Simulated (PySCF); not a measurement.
C3H8O, SMILES CCOC.

Geometry optimised at B3LYP-D3(BJ)/def2-SVP. The values are those of a single conformer.

The numbers are results of TDA-PBE/def2-SVPD in PySCF, not measurements.

Vertical excitations. 

Computed UV-visible absorptions:
```csv
state,energy (eV),λ (nm),f,main pairs
S1,5.96,208,0.014,HOMO→LUMO 100 %
S2,6.72,185,0.035,HOMO→LUMO+1 98 %
S3,6.78,183,0.013,HOMO→LUMO+2 98 %
S4,7.31,170,0.037,HOMO→LUMO+3 90 %
S5,7.41,167,0.010,HOMO−1→LUMO 95 %
S6,7.61,163,0.009,HOMO→LUMO+4 92 %
S7,8.09,153,0.008,HOMO→LUMO+5 99 %
S8,8.14,152,0.007,HOMO−1→LUMO+1 97 %
S9,8.23,151,0.013,HOMO−1→LUMO+2 98 %
S10,8.30,149,0.029,HOMO→LUMO+6 80 %
T1,5.83,213,0,HOMO→LUMO 100 %
T2,6.58,189,0,HOMO→LUMO+1 95 %
T3,6.67,186,0,HOMO→LUMO+2 94 %
T4,7.11,174,0,HOMO→LUMO+3 91 %
```
Triplets are in the Tamm–Dancoff approximation.
